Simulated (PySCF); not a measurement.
# Working out the ionisation energy of F

F [He] 2s2 2p5 (2P) → F⁺ [He] 2s2 2p4 (3P). Computed with PySCF 2.14 in x2c-TZVPall, with the spin-free X2C one-electron Hamiltonian (Gaussian nucleus). Frozen: 1s2. Energies in hartree (1 hartree = 27.21139 eV):

```json
{"part": "UHF", "F (lower)": "-99.498859", "F⁺ (upper)": "-98.924060"}
{"part": "CCSD correlation", "F (lower)": "-0.210004", "F⁺ (upper)": "-0.156640"}
{"part": "(T)", "F (lower)": "-0.003440", "F⁺ (upper)": "-0.001904"}
```

Task: What does Hartree-Fock give?

Result: (-98.924060) − (-99.498859) = 0.574799 hartree = 15.641 eV.

Task: What do CCSD and CCSD(T) give?

Result: The CCSD correlation energies differ by 0.053364 hartree = 1.452 eV and the triples by 0.001536 hartree = 0.042 eV, so CCSD gives 17.093 eV and CCSD(T) 17.135 eV.

Measured between the centres of the two terms (NIST): 17.427 eV, so CCSD(T) (valence) is off by -0.292 eV.

What remains against the reference includes basis incompleteness, the frozen core and higher excitations.
